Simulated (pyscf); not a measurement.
This saddle point was located with ωB97X-D3(BJ)/def2-SVP in PySCF.

```xyz
10

O     -0.1662    -1.0745     0.7719
W     -1.1743     0.3726     0.2872
F     -0.9081    -0.5501    -1.6362
F     -2.7740    -0.4754    -0.0977
F     -2.0377     0.4010     1.9196
F     -1.7726     1.7204    -0.8193
F     -0.2599     1.7027     1.1931
H      0.5198    -1.6252     0.3729
F      0.5996     0.7587    -0.8636
H      0.0477     0.0762    -1.5975
```
Charge 0, spin multiplicity 1.

Surface: singlet, charge 0. Lowest wavenumbers (cm⁻¹): 358i, 69, 129, 165, 224.

Question: What reaction is this the transition state of?

Answer: HO–W(F)(F)(F)(F)–F (SMILES [OH][W]([F])([F])([F])([F])[F]) + HF (SMILES F) ⇌ HO–W(F)(F)(F)(F)–F (SMILES [OH][W]([F])([F])([F])([F])[F]) + HF (SMILES F), a four-centre exchange read from left to right: F–W, F–H broken and F–W, F–H formed. At ωB97M-D3(BJ)/def2-TZVP it lies +15.1 kcal/mol from the left side and +15.1 kcal/mol from the right (each side as separated species at their lowest minima found). On the product side the descent ends in a complex (not fully relaxed), 4.7 kcal/mol under the separated species and 20.5 kcal/mol under the saddle at ωB97X-D3(BJ)/def2-TZVP. This is the saddle that the search found; another between the same sides may lie lower. Elements past Kr carry the def2 core potentials, without spin-orbit coupling.
